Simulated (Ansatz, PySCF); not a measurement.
Dimer: H2O (SMILES O) (first 3 atoms) with CH4O (SMILES CO); geometry from S66by8 set.
(charge 0, multiplicity 1):
```xyz
9

O     -2.011     0.080     0.125
H     -2.428     0.879     0.451
H     -1.082     0.190     0.366
O      0.875     0.176     0.515
H      1.243    -0.396     1.192
C      1.340    -0.296    -0.747
H      0.909     0.355    -1.500
H      2.426    -0.245    -0.822
H      1.011    -1.316    -0.946
```

Basis-set superposition error: the interaction energy with monomers in their own basis, and in the dimer's basis (counterpoise).

Run with Ansatz (Gaussian basis) for Hartree–Fock, density functionals and correlated methods; PySCF for 6-31G* rows. Values without a source in brackets are computed.

```
level                  uncorrected (kcal/mol)  counterpoise (kcal/mol)  difference
---------------------  ----------------------  -----------------------  ----------
HF/aug-cc-pVQZ                          -3.86                    -3.83        0.04
SVWN5/def2-TZVPPD                       -8.27                    -8.20        0.07
revPBE/def2-TZVPPD                      -3.48                    -3.43        0.05
B97M-V/def2-TZVPPD                      -5.43                    -5.40        0.04
B3LYP/6-31G*                            -7.04                    -5.27        1.77
B3LYP/def2-TZVPPD                       -4.73                    -4.69        0.04
PBE0/def2-TZVPPD                        -5.19                    -5.15        0.04
CAM-B3LYP/def2-TZVPPD                   -5.57                    -5.52        0.05
wB97M-V/def2-TZVPPD                     -5.56                    -5.51        0.05
CCSD/aug-cc-pVDZ                        -5.68                    -4.74        0.95
```

The error is largest for B3LYP/6-31G* (1.77 kcal/mol) and smallest for HF/aug-cc-pVQZ (0.04 kcal/mol).

Ansatz is a quantum-chemistry and plane-wave program.
